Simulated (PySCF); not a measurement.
ethanolate, C2H5O (charge -1), SMILES CC[O-], point group Cs.

Force field and properties: B3LYP/pcSseg-1 (PySCF, grid level 2). Vibrational terms come from second-order perturbation theory with semi-diagonal cubic constants, by steps of ±0.6 along the normal coordinates of each isotopologue. The parent has the commonest isotopes.

Equilibrium geometry (Å):

| atom | x | y | z |
| --- | --- | --- | --- |
| C1 | 0.7721 | -0.0191 | 0.0766 |
| C2 | -0.7890 | 0.0380 | -0.0757 |
| O3 | -1.4294 | 0.4130 | 1.0046 |
| H4 | 1.0318 | -0.7146 | 0.8902 |
| H5 | 1.2927 | -0.3380 | -0.8493 |
| H6 | 1.1439 | 0.9749 | 0.3713 |
| H7 | -0.9362 | 0.6936 | -1.0200 |
| H8 | -1.0497 | -1.0102 | -0.4959 |

**Question.** How much do zero-point and thermal motion change the parent's shieldings?

**Answer.** 
```
atom  σe (ppm)  anharmonic part, 0 K  harmonic part, 0 K  Δσ at 0 K  Δσ at 250 K  Δσ at 1000 K
  C1    144.78                 -1.25               -4.55      -5.81        -5.89         -6.58
  C2     97.98                 -2.92               -3.59      -6.50        -6.50         -7.52
  O3    157.34                 -5.52              -21.61     -27.13       -27.89        -38.89
  H4     30.98                 -0.11               -0.68      -0.79        -0.80         -1.01
  H5     30.63                 -0.05               -0.69      -0.74        -0.75         -0.94
  H7     25.50                 -0.34               -0.36      -0.71        -0.71         -0.97
```

**Question.** And the bond lengths, in the parent and with ²H at 7?

**Answer.** 
```tsv
bond	re (Å)	⟨r⟩ at 0 K	between mean positions	⟨r⟩, labelled
C1–C2	1.5696	1.5848	1.5836	1.5850
C2–O3	1.3106	1.3105	1.3087	1.3113
C1–H4	1.1014	1.1239	1.1055	1.1238
C1–H5	1.1090	1.1315	1.1115	1.1317
C2–H7	1.1590	1.1905	1.1783	1.1808
```

Internal rotors are held in one well.

The study (309 SCF points, 76 basis functions) took 16 min on 1 thread of Arm Neoverse V1, on a host shared with other jobs (rough), peak memory 0.44 GiB, launched as `OMP_NUM_THREADS=1 python ens_run.py task.json out`.
